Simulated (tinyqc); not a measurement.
Worked calculation: UHF in the sto-6g basis, for CH+, spin multiplicity 1. One step of it, computed by the program tinyqc.

Problem. Iteration 1: diagonalisation and new density. Diagonalise F' = X^T F X, C = X C', fill 3 alpha and 3 beta electrons from the bottom; D(s) = C_occ C_occ^T. Each column has its largest component positive (the first on a tie).

F(alpha) (hartree), lower triangle:
```
             1C 1s      1C 2s     1C 2px     1C 2py     1C 2pz      2H 1s
1C 1s   -11.784025
1C 2s    -3.001626  -1.745092
1C 2px   -0.003185   0.181135  -0.313816
1C 2py   -0.000638   0.036291  -0.014366  -0.244991
1C 2pz   -0.017424  -0.097828  -0.155859  -0.031227  -0.741117
2H 1s    -0.527146  -0.737471   0.016615   0.003329  -0.582379  -0.733078
```

F(beta) (hartree), lower triangle:
```
             1C 1s      1C 2s     1C 2px     1C 2py     1C 2pz      2H 1s
1C 1s   -11.784025
1C 2s    -3.001626  -1.745092
1C 2px    0.003185  -0.181135  -0.313816
1C 2py    0.000638  -0.036291  -0.014366  -0.244991
1C 2pz   -0.017424  -0.097828   0.155859   0.031227  -0.741117
2H 1s    -0.527146  -0.737471  -0.016615  -0.003329  -0.582379  -0.733078
```

X, lower triangle:
```
            1C 1s      1C 2s    1C 2px    1C 2py     1C 2pz     2H 1s
1C 1s    1.024162
1C 2s   -0.134408   1.102373
1C 2px   0.000000   0.000000  1.000000
1C 2py   0.000000   0.000000  0.000000  1.000000
1C 2pz  -0.008014   0.078917  0.000000  0.000000   1.078662
2H 1s    0.021151  -0.252579  0.000000  0.000000  -0.252691  1.155168
```

Give: F' = X^T F X; orbital energies; coefficients C; F' = X^T F X; orbital energies; coefficients C; D(alpha) after iteration 1; D(beta) after iteration 1.

Solution.

F' = X^T F X (alpha) (hartree), lower triangle:
```
         1       2       3       4       5       6
1  -11.584
2   -1.464  -1.114
3   -0.026   0.184  -0.314
4   -0.005   0.037  -0.014  -0.245
5   -0.030   0.041  -0.158  -0.032  -0.589
6   -0.045  -0.387   0.013   0.003  -0.400  -0.378
```

orbital energies (alpha) (hartree): MO1 -11.786, MO2 -1.171, MO3 -0.856, MO4 -0.242, MO5 -0.218, MO6 0.049

coefficients C (alpha):
```
           MO1     MO2     MO3     MO4     MO5     MO6
1C 1s    0.996  -0.217   0.102   0.000  -0.085   0.100
1C 2s    0.015   0.789  -0.456   0.000   0.366  -0.583
1C 2px   0.000  -0.137   0.354  -0.196   0.898   0.101
1C 2py   0.000  -0.027   0.071   0.981   0.180   0.020
1C 2pz   0.003   0.205   0.725   0.000  -0.165  -0.799
2H 1s   -0.004   0.324   0.286   0.000  -0.189   1.113
```

F' = X^T F X (beta) (hartree), lower triangle:
```
         1       2       3       4       5       6
1  -11.584
2   -1.464  -1.114
3    0.026  -0.184  -0.314
4    0.005  -0.037  -0.014  -0.245
5   -0.030   0.041   0.158   0.032  -0.589
6   -0.045  -0.387  -0.013  -0.003  -0.400  -0.378
```

orbital energies (beta) (hartree): MO1 -11.786, MO2 -1.171, MO3 -0.856, MO4 -0.242, MO5 -0.218, MO6 0.049

coefficients C (beta):
```
           MO1     MO2     MO3     MO4     MO5     MO6
1C 1s    0.996  -0.217   0.102   0.000   0.085   0.100
1C 2s    0.015   0.789  -0.456   0.000  -0.366  -0.583
1C 2px   0.000   0.137  -0.354  -0.196   0.898  -0.101
1C 2py   0.000   0.027  -0.071   0.981   0.180  -0.020
1C 2pz   0.003   0.205   0.725   0.000   0.165  -0.799
2H 1s   -0.004   0.324   0.286   0.000   0.189   1.113
```

D(alpha) after iteration 1, lower triangle:
```
         1C 1s   1C 2s  1C 2px  1C 2py  1C 2pz  2H 1s
1C 1s    1.050
1C 2s   -0.203   0.830
1C 2px   0.066  -0.269   0.144
1C 2py   0.013  -0.054   0.029   0.006
1C 2pz   0.033  -0.169   0.229   0.046   0.568
2H 1s   -0.045   0.125   0.057   0.011   0.274  0.187
```

D(beta) after iteration 1, lower triangle:
```
         1C 1s   1C 2s  1C 2px  1C 2py  1C 2pz  2H 1s
1C 1s    1.050
1C 2s   -0.203   0.830
1C 2px  -0.066   0.269   0.144
1C 2py  -0.013   0.054   0.029   0.006
1C 2pz   0.033  -0.169  -0.229  -0.046   0.568
2H 1s   -0.045   0.125  -0.057  -0.011   0.274  0.187
```
